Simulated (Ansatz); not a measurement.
Z-matrix (Å, degrees):
```
C
F 1 1.351
C 1 1.446 2 118.4
N 1 1.400 2 109.4 3 -152.2
O 1 1.392 2 112.8 3 68.5
H 3 1.086 1 118.9 2 -0.7
H 3 1.087 1 120.5 2 -155.9
H 4 1.010 1 111.1 2 -177.6
H 4 1.013 1 110.5 2 -56.1
```

The species carries charge 0 and has multiplicity 1.

(1) List the B3LYP/def2-TZVPP orbital energies in eV (Ansatz 0.2.0). (An estimate is asked.)

## Answers

(1) Computed: Occupied: -671.84, -521.24, -389.94, -281.34, -278.62, -33.71, -29.95, -24.94, -19.03, -17.42, -15.32, -14.97, -13.57, -13.17, -12.42, -11.68, -10.89, -9.47, -8.43, -7.49. Lowest empty: 0.63, 1.38, 1.91, 2.13, 2.90, 3.66, 3.90, 4.75.

B3LYP here is the variant with VWN-RPA as its local correlation; programs differ in this.
